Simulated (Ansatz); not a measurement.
CsCl-type TlBr

Method: PBEsol+SOC in Ansatz (PAW).

Settings: plane-wave cutoff 520 eV, 8×8×8 k mesh, Fermi–Dirac smearing 0.01 eV, PAW data made under PBE.

Cell: relaxed at this level.

```
Item                                                      Value
-------------------------------------------  ------------------
volume per atom                                   29.75 Å³/atom
bulk modulus B0                                        27.5 GPa
equilibrium lattice constant a                          3.904 Å
band gap                                     0.88 eV (indirect)
smallest direct gap on the k points sampled             1.36 eV
direct gap at Γ                                         7.20 eV
pressure derivative B′ of the bulk modulus                  5.2
```

Measured, for comparison: equilibrium volume per atom 31.62 Å³/atom, lattice constant a 3.984 Å (temperature not stated, not corrected to a static lattice; as tabulated in Du and Singh (2010), arXiv:1001.5458). Computed (rounded) less measured: equilibrium volume per atom -5.9 %, lattice constant a -2.0 %.

Ansatz is a quantum-chemistry and plane-wave program.
